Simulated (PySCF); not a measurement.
Compound: 3-pyrroline, C₄H₇N.
SMILES with atom numbers: `[CH:1]1=[CH:2][CH2:3][NH:4][CH2:5]1`

Structure used (PBE0-D3(BJ)/def2-SVP), in Å, numbered top down from 1:
```xyz
12
C4H7N angstrom
C     -0.8043    0.7282   -0.5742
C      0.4839    1.0449   -0.4277
C      1.2182   -0.0991    0.2254
N      0.1699   -1.0086    0.6903
C     -1.0532   -0.6574   -0.0331
H     -1.5648    1.3388   -1.0660
H      0.9652    1.9606   -0.7783
H      1.8742    0.2107    1.0561
H      1.8798   -0.5939   -0.5149
H      0.0140   -0.8323    1.6783
H     -1.2411   -1.3607   -0.8700
H     -1.9376   -0.7260    0.6224
```

NICS = −σ at a ghost point: NICS(0) at the centroid of the ring atoms, NICS(1) 1 Å to either side along the normal of their mean plane, zz for the tensor component along that normal. Level: GIAO PBE0/pcSseg-1 (PySCF, non-relativistic, gas phase) on the PBE0-D3(BJ)/def2-SVP geometry, one conformer.

Ring bond lengths (Å), with Mayer bond orders in brackets: C1–C2 1.335 (1.89), C2–C3 1.508 (1.01), C3–N4 1.464 (1.00), N4–C5 1.464 (1.00), C5–C1 1.508 (1.01).

Question: Give the NICS values of each ring in ppm.

Answer: 
```tsv
ring	type	NICS(0)	NICS(1), two faces	NICS(1)zz, two faces	rms pucker (Å)	centre to ring atoms, mean (Å)
C1–C2–C3–N4–C5	5-membered ring with N; formal bonds 1 double, 4 single	-3.6	-3.6 / -2.6	-6.2 / -5.5	0.08	1.23
```

Question: What do they say, and how far can they be read as aromaticity?

Answer: 
- C1–C2–C3–N4–C5: mean NICS(1)zz -5.8 ppm, shielded. C3, C5 have four or more neighbours; no verdict on aromaticity is drawn.

Question: At the second NICS(1) probe listed for ring C1–C2–C3–N4–C5, 1 Å off the ring, what do the in-plane components average?

Answer: The isotropic value is a third of the trace: (3 × -2.6 − (-5.5))/2 = -1.2 ppm.

Question: How do the values depend on the level or the medium?

Answer: 
```
                level  NICS(0), C1–C2–C3–N4–C5  mean NICS(1)zz, C1–C2–C3–N4–C5
   PBE0/pcSseg-1, gas                     -3.6                            -5.8
wB97X-D/pcSseg-2, gas                     -3.4                            -5.3
```

The geometry is the same throughout.
